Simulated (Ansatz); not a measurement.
`SBCl` + HCl → `ClBCl` + H₂S at 600 K and 1 bar (ligand exchange at a B–S bond).

Isolated molecules relaxed with PBE0-D4/def2-TZVP in Ansatz; ΔE leaves out vibrations. CBS: def2 TZ/QZ extrapolation, frozen cores. Each species was taken in one conformer, which may not be the lowest.

```
species  CCSD(T)/CBS energy (Eh)  H − E (kJ/mol)  S (J/(mol·K))
 `SBCl`               -883.60902            96.4          327.7
    HCl               -460.38167            35.4          207.2
`ClBCl`               -945.02147            68.4          308.2
    H₂S               -398.97119            60.8          230.9
```

H − E and S are ideal-gas, rigid-rotor, harmonic terms from PBE0-D4/def2-TZVP, for one conformer and one mirror image of each species. 1 Eh = 2625.50 kJ/mol, R = 8.31446 J/(mol·K).

Question: By hand: ΔE, ΔH, ΔS and ΔG.

Answer: ΔE = (-945.02147) + (-398.97119) − (-883.60902) − (-460.38167) = -0.00197 Eh = -5.2 kJ/mol. Δ(H − E) = 68.4 + 60.8 − 96.4 − 35.4 = -2.6, so ΔH = -7.8 kJ/mol. ΔS = 308.2 + 230.9 − 327.7 − 207.2 = 4.2 J/(mol·K). ΔG = -7.8 − 600 × (4.2)/1000 = -10.3 kJ/mol.

Question: By hand: the equilibrium constant, and the temperature at which ΔG would vanish if ΔH and ΔS stayed fixed.

Answer: log₁₀ K = −ΔG/(RT ln 10) = 0.9. ΔH and −TΔS have one sign here, so there is no such temperature. One of them is within its doubt of zero, so this could turn.

The number of gas molecules stays the same, so ΔS is small and ΔH decides. A doubt of 5 kJ/mol in ΔE shifts log₁₀ K by 0.4 here. Other conformers and mirror images would add mixing entropy, several J/(mol·K) or more a flexible species. These are equilibria of isolated gas molecules and say nothing of rates. Largest T1 diagnostic: 0.013 (customary marks: 0.02 for closed shells, 0.045 for open ones).
